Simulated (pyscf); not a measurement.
# Routes from `[O]=[Ti]([OH])[SH]`

Candidate steps break at most two bonds and form at most two. Each was searched with GFN2-xTB (tblite) first. Single points on ωB97X-D3(BJ)/def2-SVP structures (PySCF, gas phase). MP2 and CC: frozen core, UHF for open shells. ΔMP2 is the change of the MP2 total energy from the triple- to the quadruple-zeta basis. Energies: CCSD(T)/def2-TZVPP + ΔMP2(QZVPP), eV, from the reactant's lowest minimum found, singlet surface; ΔG‡ with ideal gas, 1 atm, RRHO with modes under 100 cm⁻¹ raised to 100, one conformer, R ln 2 for chiral ones without a mode under 150 cm⁻¹.

| products | type | ΔE‡ | ΔE | ΔG‡ 298 K | ΔG‡ 900 K | ν‡ (cm⁻¹) |
|---|---|---|---|---|---|---|
| O=Ti=O + H₂S | elimination | 2.16 | +3.13 | – | – | 555i |
| cyclic H₂O₂STi (SMILES [OH][TiH]1[O][S]1) | rearrangement | 4.07 | +2.08 | 3.97 | 4.05 | 1143i |

A dash marks a saddle under its separated products, where this table gives no free-energy barrier. Row 1: On the product side the descent ends in an adduct with a S–Ti contact, 1.24 eV under the separated species and 0.17 eV under the saddle at ωB97X-D3(BJ)/def2-TZVP. 

Plain bond fissions and candidates not yet searched are not listed, and one of them may be faster. Each barrier is that of the saddle found; lower ones may exist. One closed-shell reference is unstable to symmetry breaking; treat the single-reference values with care. The CCSD(T) − MP2 part came from Ansatz, without density fitting, on the same reference. The frozen core leaves the outer d or s,p core shells of the metals and heavy elements correlated in the MP2 and CC values, and def2-TZVPP describes them poorly, which can shift differences by a few kcal/mol.
